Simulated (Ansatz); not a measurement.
A-type hexagonal La2O3, treated with PBE in Ansatz (PAW).

Settings: plane-wave cutoff 520 eV, 6×6×4 k mesh (along the axes of the cell as run), perturbation theory, scalar-relativistic PAW data made under PBE.

Cell (measured lattice):

La2O3 has the trigonal space group P-3m1 (No. 164), Pearson symbol hP5. Lattice parameters: a = 3.9340 Å, b = 3.9340 Å, c = 6.1300 Å, α = 90.00°, β = 90.00°, γ = 120.00°. La on 2d is coordinated by 4 O at 2.365–2.449 Å and 3 O at 2.728 Å. O1 on 1a is coordinated by 6 La at 2.728 Å (octahedral). O2 on 2d is surrounded by 4 La at 2.365–2.449 Å (tetrahedral). (Neighbours: up to the widest gap in distance over summed covalent radii, below 1.35, at either atom; cation-cation and far metal-metal contacts left out.)

Predict the electronic dielectric constant ε∞ (mean over three axes) and dielectric constant ε0 (ions relaxed) (mean over three axes).


* **electronic dielectric constant ε∞ (mean over three axes)**: 4.79
* **dielectric constant ε0 (ions relaxed) (mean over three axes)**: 28.7

Note: the cell isn't this level's own, so it is under some stress, which shifts stiffness and frequencies.

Spin–orbit coupling is not included.

It cost around 11 core-minutes (rough) of CPU time.

Ansatz is a quantum-chemistry and plane-wave program.
